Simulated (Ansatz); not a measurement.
The same path of CH5B + FH (9 atoms, charge 0, multiplicity 1) was run twice with different band settings. Lost on the way: B1–C2, H5–F6. Made: B1–F6, C2–H5.

These are results of Ansatz 0.2.0, UKS PBE0-D4/def2-SVP, not measurements.

Relaxed end points:

```xyz
9
Properties=species:S:1:pos:R:3
B -0.711 -0.262 -0.400
C 0.623 -0.550 0.389
H -1.767 -0.313 0.190
H -0.719 -0.380 -1.605
H 0.264 1.813 0.051
F -0.554 1.786 -0.386
H 1.551 -0.244 -0.124
H 0.640 -0.196 1.434
H 0.675 -1.654 0.451
```

```xyz
9
Properties=species:S:1:pos:R:3
B -1.564 0.267 -0.914
C 1.249 -0.251 0.732
H -2.177 -0.244 -0.005
H -1.123 -0.336 -1.865
H 0.863 0.741 0.461
F -1.386 1.573 -0.877
H 2.250 -0.380 0.301
H 1.303 -0.334 1.825
H 0.585 -1.036 0.343
```

Common settings: movable images 5; climbing image yes; spring 5.0 eV/Å²; optimiser quadratic models (default); start path through a guess of the saddle point; iteration limit 60; end points relaxed.

| run | force threshold |
| --- | --- |
| 1 | 0.05 eV/Å |
| 2 | 0.2 eV/Å |

Problem. What does each run give, and how far can it be trusted?

Solution. Run 1: converged after 11 iterations, highest image 0.490 eV above the first end. A vibrational analysis at the climbing image gives one clearly imaginary mode, 1090i cm⁻¹: a first-order saddle point.
Run 2: converged after 10 iterations, highest image 0.490 eV above the first end. The threshold of 0.2 eV/Å is loose, so the images may lie well off the minimum-energy path. Another band between the same ends (5 images) ends at a top of the same energy, where a vibrational analysis finds 1 clearly imaginary mode.
The orbitals stay closed-shell, which can raise the energy where a bond breaks towards radicals; this wasn't checked here.
